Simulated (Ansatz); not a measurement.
**H2NSSi radical: an energy map over bond length N1–Si2 and bond length Si2–S3**

A grid of calculations on H2NSSi, SMILES [N]=[SiH]S, spin multiplicity 2, to see where the energy is lowest and how it rises around there.

Program: Ansatz 0.2.0. Level of theory: UKS B3LYP-D4/def2-TZVP. These are calculated values, not measurements.

## (1) The system as given

SMILES `[N]=[SiH]S`, 5 atoms, charge 0, spin multiplicity 2.

Atoms are counted from 1 here; the program's logs count them from 0.

Bond lengths: N1–Si2 1.665 Å, Si2–S3 2.135 Å, Si2–H4 1.500 Å, S3–H5 1.364 Å. Angles: N1–Si2–S3 126.0°, N1–Si2–H4 125.0°, S3–Si2–H4 109.0°, Si2–S3–H5 93.0°.

As a file:

```xyz
5
charge 0, multiplicity 2
N    -1.5153    0.0239    1.1408
Si   -0.4906   -0.3801   -0.1083
S     1.4398    0.4573   -0.4674
H    -0.7831   -1.4052   -1.1636
H     1.3493    1.3042    0.5984
```

This geometry comes from a loose relaxation at PBE in a small basis, which is not shown.

## (3) Setting up the map

The axes are (1) bond length N1–Si2: 11 values from 1.409 to 2.294 Å; (2) bond length Si2–S3: 11 values from 1.774 to 2.746 Å.

Nothing else is relaxed (all other coordinates rigid). Energies count from the relaxed molecule at the same level. Points are written as (first, second).

(The set-up runs are not shown.)

## (4) Grid point (1.763 Å, 1.774 Å)

input.yaml reads:

```yaml
crystal:
  periodic: [false, false, false]
  atoms:
    - { symbol: "N", position_ang: [-1.504727, 0.01488, 1.114] }
    - { symbol: Si, position_ang: [-0.407713, -0.405548, -0.200523] }
    - { symbol: S, position_ang: [1.192288, 0.299131, -0.501355] }
    - { symbol: H, position_ang: [-0.702886, -1.420225, -1.230098] }
    - { symbol: H, position_ang: [1.123279, 1.124075, 0.560742] }
magnetization:
  spin_polarized: true
  initial_magnetization: 1
basis:
  gaussian: { orbitals: def2-TZVP }
hamiltonian:
  xc: { name: B3LYP }
  dispersion: d4
output:
  forces: true
```

Started as:

```sh
ansatz run input.yaml --threads 1 --pin off --max-ram 2560MiB --backend cpu --events-out ev --progress --plain --runs-dir out
```

Further runs follow: the other points that were computed.

**Question.** What will these runs give? Wanted: lowest point; largest force on an atom; dipole moment.

The runs gave:

```
                                            quantity                                                                               value
                                        lowest point                                                      (1.674 Å, 2.066 Å), 3.8 kJ/mol
highest computed point (blank points may lie higher)                                     (2.294 Å, 1.774 Å), 409 kJ/mol above the lowest
                     largest force on an atom (eV/Å)    1.2 at (1.674 Å, 2.163 Å) to 17.3 at (1.409 Å, 2.454 Å); 1.8 at the lowest point
                                   dipole moment (D)  1.10 at (2.294 Å, 2.746 Å) to 4.30 at (2.028 Å, 1.774 Å); 3.12 at the lowest point
                             time for the whole task                                                     19 min on 1 thread, shared host
```

In words: The lowest computed point is at (1.674 Å, 2.066 Å), 3.8 kJ/mol from the relaxed molecule at the same level. The grid shows no other well, apart from its symmetry copies. The highest computed point, (2.294 Å, 1.774 Å), lies 409 kJ/mol above the lowest. Round the minimum the two coordinates are nearly uncoupled.
